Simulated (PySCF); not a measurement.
## Computed properties of methane (CH₄), SMILES C

methane (CH₄), SMILES C. Geometry optimised at B3LYP-D3(BJ)/def2-TZVPD. The values are those of a single conformer. All values are computed for the isolated molecule unless a solvent is named; none is compared with measurement here.

**Structure.** The optimised structure has Td symmetry. All 9 harmonic modes at B3LYP-D3(BJ)/def2-TZVPD (PySCF) are real, so it is a minimum.

**Vibrations.** The strongest infrared lines (harmonic, unscaled, degenerate partners summed) lie at 3134 cm⁻¹ (68 km/mol, H 91 %, C 9 %), 1340 cm⁻¹ (34 km/mol, H 84 %, C 16 %). The softest mode is at 1340 cm⁻¹ and the zero-point energy is 28.0 kcal/mol.

**Electronic structure.** CAM-B3LYP/def2-TZVPD (PySCF) places the frontier levels at -12.51 and 1.06 eV, a gap of 13.57 eV, and gives a dipole moment of 0.00 D and a mean polarisability of 16.8 bohr³.

**Excitations.** TDA-B3LYP/def2-TZVPD (PySCF) has S1 at 9.99 eV (124 nm, f = 0.369, bright); the most intense of the 10 singlets computed lies at 9.99 eV (f = 0.37). Strengths of degenerate partners are summed. T1 (TDA) is at 9.62 eV, 0.37 eV under S1. No vertical singlet excitation falls in the visible range (under 3.1 eV).

**NMR.** GIAO shifts at B3LYP/pcSseg-2 (PySCF) (non-relativistic, atoms alike by connectivity averaged): ¹³C at -6.3 ppm against TMS; ¹H at 0.3 ppm against TMS.
